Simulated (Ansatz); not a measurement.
**hcp Fe (model structure): properties by level of theory**

| level (code) | lattice constant a (Å) | lattice parameter c (Å) |
|---|---|---|
| LDA (Ansatz) | [?] | 3.807 |
| PBEsol (Ansatz) | 2.430 | 3.844 |
| r²SCAN (Ansatz) | [?] | 3.848 |

Problem. Fill in the missing entries.

Solution. 
- LDA (Ansatz, a program for electronic structure), lattice constant a (Å): 2.408
- r²SCAN (Ansatz), lattice constant a (Å): 2.434

Ansatz's density-functional and Hartree–Fock values are scalar-relativistic unless marked +SOC, with PAW data made under PBE.

The crystal itself was run without spin with LDA, PBEsol, r²SCAN.

Static lattice: no zero-point or thermal effects.

A model structure was made by putting elements into a prototype or built by hand; it is no filed structure, need not be a known phase, and can be a saddle point held by its symmetry.
